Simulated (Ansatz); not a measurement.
Ansatz (a quantum-chemistry and plane-wave program) input (r2SCAN/def2-TZVPD):

Ansatz 0.2 input:
```yaml
crystal:
  periodic: [false, false, false]
  atoms:
    - {symbol: C, position_ang: [0.61723220, 1.81496136, -0.01180263]}
    - {symbol: C, position_ang: [0.63017707, 0.50244316, -0.00264856]}
    - {symbol: C, position_ang: [-0.56023880, -0.34796635, 0.00166745]}
    - {symbol: C, position_ang: [-0.51540923, -1.68016968, 0.01100151]}
    - {symbol: H, position_ang: [-0.10835360, 2.61332352, -0.01833770]}
    - {symbol: H, position_ang: [1.58697970, -0.01948594, 0.00227373]}
    - {symbol: H, position_ang: [-1.51868680, 0.16047769, -0.00316319]}
    - {symbol: H, position_ang: [0.42761727, -2.21403873, 0.01598836]}
    - {symbol: H, position_ang: [-1.41812403, -2.27588747, 0.01393218]}
basis:
  gaussian:
    orbitals: def2-TZVPD
hamiltonian:
  xc: {name: r2SCAN}
magnetization: {spin_polarized: true, initial_magnetization: 1}
output: {forces: true}
```

Output:

```
Functional definition: r2SCAN
integrals: 0.08 GiB planned
951 factors; their error is unknown
mean field: 1.00 GiB planned
mean field evaluation 1: about -4215.7447 eV, gradient 4.3e1 eV
mean field evaluation 2: about -4207.3110 eV, gradient 5.7e1 eV
mean field evaluation 4: about -4224.8670 eV, gradient 5.0e0 eV
mean field evaluation 8: about -4225.0114 eV, gradient 2.7e-1 eV
mean field evaluation 16: about -4224.9690 eV, gradient 7.1e-3 eV
mean field -4224.96900425 eV, -155.2647471193 hartree, gradient 4.1e-5 eV, S^2 0.777640; 2 other end points of the search recorded, 0 dependent functions left out
the calculation of the forces begins
reference -4224.96901930 eV, -155.2647476726 hartree; 15, 14 occupied and 178, 179 virtual orbitals, 951 factors
Total energy: -4224.96901930 eV, -155.2647476726 hartree
Atom 0 at     0.617232     1.814961    -0.011803 Å, force     0.016638     0.195404    -0.001338 eV/Å
Atom 1 at     0.630177     0.502443    -0.002649 Å, force    -0.147698    -0.281575     0.001761 eV/Å
Atom 2 at    -0.560239    -0.347966     0.001667 Å, force     0.154680     0.218491    -0.001313 eV/Å
Atom 3 at    -0.515409    -1.680170     0.011002 Å, force     0.013090    -0.128668     0.000913 eV/Å
Atom 4 at    -0.108354     2.613324    -0.018338 Å, force    -0.033172     0.029956    -0.000253 eV/Å
Atom 5 at     1.586980    -0.019486     0.002274 Å, force     0.052917    -0.043575     0.000375 eV/Å
Atom 6 at    -1.518687     0.160478    -0.003163 Å, force    -0.065471     0.048743    -0.000428 eV/Å
Atom 7 at     0.427617    -2.214039     0.015988 Å, force     0.064174    -0.016394     0.000201 eV/Å
Atom 8 at    -1.418124    -2.275887     0.013932 Å, force    -0.055156    -0.022383     0.000082 eV/Å
Dipole moment:    -0.129691    -0.069425     0.000309 e Å
```

It need not be the lowest isomer of its formula.
